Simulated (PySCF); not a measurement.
Homolysis of single bonds, series In Cl-NH2. Isolated molecules, 0 K electronic values unless said otherwise. One relaxed conformer stands for each flexible species; it need not be the lowest. Strings in code marks are SMILES.

The highest occupied spin orbital from two functionals at the same geometries (CAM-B3LYP-D3(BJ)/def2-TZVP), both in PySCF: PBE-D3(BJ)/def2-TZVP and CAM-B3LYP-D3(BJ)/def2-TZVP. 

```tsv
species	PBE-D3(BJ)/def2-TZVP (eV)	CAM-B3LYP-D3(BJ)/def2-TZVP (eV)
radical fragment (`[In]([Cl])[Cl]`)	-6.07	-8.31
radical fragment (`[NH2]`)	-7.03	-10.18
radical fragment (`[NH2][In][Cl]`)	-5.37	-7.67
radical fragment (`[NH2][In][NH2]`)	-4.49	-6.82
```

Over these rows, drawn at random from the members with no instability flagged (it was tested for open shells, ions and some series alone), PBE minus CAM-B3LYP-D3(BJ): mean +2.50 eV, from +2.24 eV to +3.15 eV.
